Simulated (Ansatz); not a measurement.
## Worked example: O–CH₂, triplet against O–CH2, singlet

Geometry (PBE0/def2-TZVP stationary point of a singlet), kept for both states (O–CH2, singlet: A1; O–CH2, triplet: A2):

```tsv
atom	x (Å)	y (Å)	z (Å)
O	0.0000	0.0000	0.5979
C	0.0000	0.0000	-0.5975
H	0.0000	-0.9400	-1.1855
H	0.0000	0.9400	-1.1855
```

Basis cc-pVDZ; Ansatz 0.2.0. Only valence electrons are correlated (noble-gas cores frozen). R marks a restricted (for open shells ROHF) determinant, U an unrestricted one.

Full CI isn't at hand for all of this; UCCSDT(Q) serves as the reference, and is uncertain by about the last step of the cluster series.

```tsv
level	E(O–CH2, singlet) (hartree)	E(O–CH2, triplet) (hartree)
UHF	-113.876804	-113.779085
UMP2	-114.192425	-114.043857
UCCSD(T)	-114.218154	-114.080955
PBE	-114.373854	-114.248867
r2SCAN	-114.442727	-114.324679
UCCSDT(Q)	-114.219631	-114.082241
```

Give the vertical gap, O–CH2 triplet less O–CH2 singlet, at each level in eV (1 hartree = 27.2114 eV), and each error against UCCSDT(Q).

UCCSDT(Q): (-114.082241 − (-114.219631)) × 27.2114 = 3.739 eV (the reference)
r2SCAN: (-114.324679 − (-114.442727)) × 27.2114 = 3.212 eV, error -0.527 eV
PBE: (-114.248867 − (-114.373854)) × 27.2114 = 3.401 eV, error -0.338 eV
UCCSD(T): (-114.080955 − (-114.218154)) × 27.2114 = 3.733 eV, error -0.006 eV
UMP2: (-114.043857 − (-114.192425)) × 27.2114 = 4.043 eV, error 0.304 eV
UHF: (-113.779085 − (-113.876804)) × 27.2114 = 2.659 eV, error -1.080 eV

Total energies of functionals can't be set beside those of wave-function methods, since they hold the core's correlation and their own absolute errors; only the differences compare.

In so small a basis the reference is far from its limit while semilocal and hybrid functionals are nearer theirs, so the functionals' errors here hold much of the reference's basis and frozen-core error, which can add to them or hide them.

Each level lands on the state that its own search finds. T1 diagnostics of restricted CCSD: 0.016 and 0.034.
